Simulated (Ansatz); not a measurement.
Steps of a relaxation of Al₂H₅N (`[AlH2][NH][AlH2]`) with RKS PBE-D4/def2-SVP.

```sh
$ ansatz run in.yaml --threads 2 --pin off --events-out ev --progress --plain --max-ram 4352MiB
```

```yaml
crystal:
  periodic: [false, false, false]
  atoms:
    - {symbol: Al, position_ang: [-0.808000, 0.863500, -0.705300]}
    - {symbol: N, position_ang: [0.231100, 0.612400, 0.822800]}
    - {symbol: Al, position_ang: [0.849400, -1.176500, 0.688300]}
    - {symbol: H, position_ang: [-1.911000, -0.156900, -1.066300]}
    - {symbol: H, position_ang: [-1.232400, 2.404600, -1.117500]}
    - {symbol: H, position_ang: [1.064000, 1.258900, 0.729600]}
    - {symbol: H, position_ang: [1.994700, -1.511000, -0.415800]}
    - {symbol: H, position_ang: [-0.095600, -2.352100, 1.008400]}
basis:
  gaussian: {orbitals: def2-SVP}
hamiltonian: {xc: pbe, dispersion: d4}
relax: {f_tol: 0.03, max_steps: 200}
```

Positions (Å) and forces (eV/Å) along the path, 12 of 12 steps:

```xyz
8
step=1 energy=-14750.3584 eV
Al   -0.808    0.864   -0.705   -0.507    1.621    1.274
N     0.231    0.612    0.823    1.227   -0.740   -1.268
Al    0.849   -1.177    0.688   -0.121    1.108   -0.919
H    -1.911   -0.157   -1.066   -0.224   -0.895   -0.311
H    -1.232    2.405   -1.117    0.584   -0.420   -0.095
H     1.064    1.259    0.730   -0.734   -0.306    0.317
H     1.995   -1.511   -0.416    0.228    0.139    0.447
H    -0.096   -2.352    1.008   -0.452   -0.508    0.556
8
step=2 energy=-14750.8777 eV
Al   -0.945    0.954   -0.601    0.083    0.314    0.825
N     0.267    0.575    0.767    0.209   -0.287   -1.203
Al    0.822   -1.197    0.583   -0.124    0.579   -0.335
H    -1.904   -0.233   -1.083    0.091   -0.109    0.019
H    -1.165    2.456   -1.150    0.174   -0.175    0.051
H     1.054    1.264    0.732   -0.440   -0.284    0.175
H     2.082   -1.504   -0.378    0.088    0.017    0.291
H    -0.118   -2.374    1.074   -0.081   -0.054    0.178
8
step=3 energy=-14751.0581 eV
Al   -1.046    1.027   -0.544    0.326   -0.388    0.305
N     0.276    0.524    0.633   -0.096    0.328   -0.684
Al    0.817   -1.217    0.492    0.104   -0.020    0.067
H    -1.910   -0.235   -1.065   -0.018    0.173    0.080
H    -1.151    2.510   -1.120   -0.040    0.031    0.081
H     1.018    1.248    0.702   -0.189   -0.245    0.067
H     2.212   -1.551   -0.261   -0.130    0.032    0.200
H    -0.124   -2.364    1.108    0.043    0.088   -0.117
8
step=4 energy=-14751.1467 eV
Al   -1.068    1.021   -0.543    0.128   -0.174    0.132
N     0.313    0.516    0.529   -0.151    0.006   -0.379
Al    0.846   -1.226    0.491    0.123   -0.005    0.058
H    -1.990   -0.203   -1.024   -0.038    0.097    0.051
H    -1.196    2.525   -1.055   -0.041    0.036    0.045
H     1.045    1.235    0.620    0.040   -0.022    0.036
H     2.310   -1.573   -0.088   -0.075    0.012    0.151
H    -0.166   -2.351    1.014    0.013    0.050   -0.093
8
step=5 energy=-14751.2139 eV
Al   -1.096    1.020   -0.543    0.076   -0.038    0.044
N     0.351    0.499    0.416   -0.057   -0.031   -0.127
Al    0.886   -1.238    0.501    0.074   -0.007   -0.040
H    -2.077   -0.164   -0.985   -0.038    0.043    0.038
H    -1.244    2.544   -1.000   -0.029    0.002    0.048
H     1.072    1.222    0.552    0.015   -0.032   -0.056
H     2.400   -1.599    0.083   -0.092    0.018    0.166
H    -0.199   -2.341    0.920    0.051    0.045   -0.074
8
step=6 energy=-14751.2663 eV
Al   -1.118    1.022   -0.536    0.058   -0.002    0.029
N     0.378    0.484    0.332   -0.041   -0.052   -0.088
Al    0.905   -1.248    0.495    0.094    0.015   -0.012
H    -2.152   -0.132   -0.928   -0.028    0.028    0.036
H    -1.276    2.558   -0.952   -0.019   -0.005    0.037
H     1.108    1.200    0.452   -0.004   -0.031   -0.057
H     2.461   -1.596    0.273   -0.104    0.013    0.123
H    -0.216   -2.347    0.807    0.044    0.035   -0.068
8
step=7 energy=-14751.3080 eV
Al   -1.135    1.027   -0.522   -0.018   -0.005   -0.030
N     0.403    0.469    0.248    0.043   -0.032   -0.046
Al    0.922   -1.251    0.492    0.093   -0.037   -0.009
H    -2.204   -0.111   -0.861   -0.032    0.034    0.035
H    -1.305    2.571   -0.901   -0.012   -0.005    0.031
H     1.140    1.182    0.339   -0.001   -0.017   -0.019
H     2.495   -1.593    0.470   -0.123    0.030    0.081
H    -0.225   -2.351    0.679    0.049    0.032   -0.042
8
step=8 energy=-14751.3370 eV
Al   -1.149    1.028   -0.514    0.027   -0.002   -0.019
N     0.432    0.452    0.154   -0.017   -0.042   -0.040
Al    0.937   -1.256    0.486    0.087   -0.016   -0.005
H    -2.262   -0.084   -0.791   -0.017    0.024    0.032
H    -1.326    2.582   -0.847   -0.009   -0.007    0.018
H     1.172    1.164    0.231    0.000   -0.006   -0.001
H     2.501   -1.577    0.670   -0.102    0.026    0.036
H    -0.213   -2.366    0.555    0.031    0.025   -0.021
8
step=9 energy=-14751.3510 eV
Al   -1.153    1.029   -0.517   -0.040   -0.008    0.027
N     0.453    0.426    0.058    0.024    0.020   -0.017
Al    0.956   -1.260    0.472   -0.035   -0.042    0.014
H    -2.316   -0.049   -0.695   -0.004    0.001   -0.005
H    -1.337    2.591   -0.805    0.015    0.006   -0.010
H     1.190    1.139    0.138    0.022    0.028   -0.004
H     2.477   -1.550    0.866    0.020    0.019    0.008
H    -0.177   -2.383    0.426   -0.002   -0.024   -0.012
8
step=10 energy=-14751.3378 eV rejected
Al   -1.159    1.027   -0.514    0.009    0.020    0.016
N     0.449    0.422    0.054    0.717    0.681    0.068
Al    0.953   -1.266    0.473   -0.001    0.008    0.005
H    -2.328   -0.044   -0.695   -0.002   -0.006    0.003
H    -1.330    2.590   -0.805    0.001    0.006   -0.008
H     1.206    1.154    0.136   -0.730   -0.703   -0.083
H     2.475   -1.542    0.874    0.011    0.006    0.009
H    -0.172   -2.396    0.421   -0.005   -0.012   -0.011
8
step=11 energy=-14751.3515 eV
Al   -1.154    1.029   -0.515   -0.033   -0.007    0.020
N     0.453    0.425    0.055    0.018    0.015   -0.013
Al    0.955   -1.262    0.472   -0.028   -0.034    0.010
H    -2.321   -0.046   -0.688   -0.003    0.002   -0.003
H    -1.334    2.591   -0.806    0.012    0.005   -0.008
H     1.190    1.138    0.134    0.018    0.022   -0.003
H     2.476   -1.545    0.875    0.015    0.015    0.007
H    -0.173   -2.388    0.418    0.000   -0.018   -0.010
8
step=12 energy=-14751.3526 eV
Al   -1.159    1.032   -0.509    0.000    0.002    0.000
N     0.452    0.420    0.044   -0.001   -0.001   -0.001
Al    0.954   -1.266    0.471    0.002   -0.001    0.001
H    -2.337   -0.034   -0.665   -0.001    0.000    0.003
H    -1.322    2.593   -0.813    0.001    0.000   -0.001
H     1.191    1.133    0.122    0.000    0.000   -0.001
H     2.471   -1.527    0.906   -0.001    0.002    0.003
H    -0.158   -2.408    0.388    0.000   -0.002   -0.003
```

It took 12 s on 2 threads of an Intel Xeon on a shared host, with 0.15 GiB of host memory at the peak.
